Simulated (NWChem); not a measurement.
**Correlation energy of N (+1)**

```
N
```
Charge +1, spin multiplicity 3.

Program: NWChem.

Basis set: def2-SVP. Each correlation energy counts from its own Hartree-Fock reference.

The correlated methods keep 1 core orbital frozen. The stability of the SCF solutions was not checked. Open-shell Hartree-Fock references start from PBE0 orbitals. No row is a measurement; the coupled-cluster row has its own basis-set and correlation limits.

```csv
method,correlation energy (mHa)
UMP2,-54.3
SCS-UMP2,___
CCSD on UHF,___
CCSD[T] on UHF,-76.4
CCSD(T) on UHF,-76.4
CCSD on ROHF,-80.8
CCSD[T] on ROHF,-81.7
CCSD(T) on ROHF,-81.7
CCSDT on ROHF,___
```

Question: Some entries are withheld; supply them.

Answer: 
- SCS-UMP2, correlation energy (mHa): -57.5
- CCSD on UHF, correlation energy (mHa): -75.6
- CCSDT on ROHF, correlation energy (mHa): -81.9
